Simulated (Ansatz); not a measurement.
Crystal: Ta, bcc type, 1 atom in the cell.

Method: r²SCAN, plane waves, all-electron PAW datasets generated for the crystal, point nucleus (Ansatz 0.2.0 development build).

Cutoff 500 eV; k-mesh 14×14×14 Γ-centred; Fermi–Dirac smearing of 0.1 eV; no spin polarisation; no spin–orbit coupling.

The fit to the energies gives V₀ = 18.034 Å³/atom (a₀ = 3.304 Å), B₀ = 202 GPa, B₀′ = 4.05.

Q: What pressure does the program print at V = 16.828 Å³/atom, and how far above the lowest computed point (V = 17.926 Å³/atom) does the energy lie?

A: 16.07 GPa and 56.69 meV/atom. All points:

```
V (Å³/atom)   a (Å)  E − E(min) (meV/atom)  P (GPa)
     16.828  3.2287                  56.69    16.07
     17.377  3.2634                  15.66     8.09
     17.926  3.2974                   0.00     1.23
     18.474  3.3307                   6.09    -4.64
     19.023  3.3633                  30.83    -9.68
```

The stress includes the program's correction for the finite plane-wave basis.

The k-mesh is modest, so these values aren't fully converged in k.
